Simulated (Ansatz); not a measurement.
## An input for doublet [SF3]2+

The species is [SF3]2+ (4 atoms), meant as a doublet with charge +2. SMILES of the parent species: `F[S+](F)F`. The coordinates come from a PBE0-D4/def2-TZVP relaxation. That shape belongs to the parent species and isn't relaxed for this state.

```xyz
4

F     0.6230    0.1910    1.1678
S     0.4328   -0.0586   -0.3017
F    -0.5454   -1.1975   -0.2386
F    -0.5104    1.0650   -0.6274
```

Settings wanted:

```
basis set         : 6-311+G**
core potential    : none
task              : energy
method            : DFT
functional        : wB97M-V
reference         : UKS
accuracy          : high
d and f functions : spherical
```

Question: Give an Ansatz 0.2.0 job that does this.

Answer: One that was run (others would do as well):

molecule.yaml:
```yaml
crystal:
  periodic: [false, false, false]
  atoms:
    - symbol: F
      position_ang: [0.623020, 0.191030, 1.167760]
    - symbol: S
      position_ang: [0.432770, -0.058560, -0.301740]
    - symbol: F
      position_ang: [-0.545420, -1.197460, -0.238600]
    - symbol: F
      position_ang: [-0.510370, 1.064990, -0.627420]
basis:
  gaussian:
    orbitals: 6-311+G_st__st_-spherical.json
total_charge: 2
magnetization:
  spin_polarized: true
  initial_magnetization: 1
hamiltonian:
  xc: {name: wB97M-V}
accuracy: high
output:
  orbitals: {seedname: orbitals}
```

```bash
$ ansatz run molecule.yaml --threads 1 --pin off --max-ram 3480MiB --events-out events.jsonl --progress --plain --runs-dir runs
```

(Basis files named in the input come from the Basis Set Exchange and aren't shown.)

Calculated total energy: -696.46950 Eh.
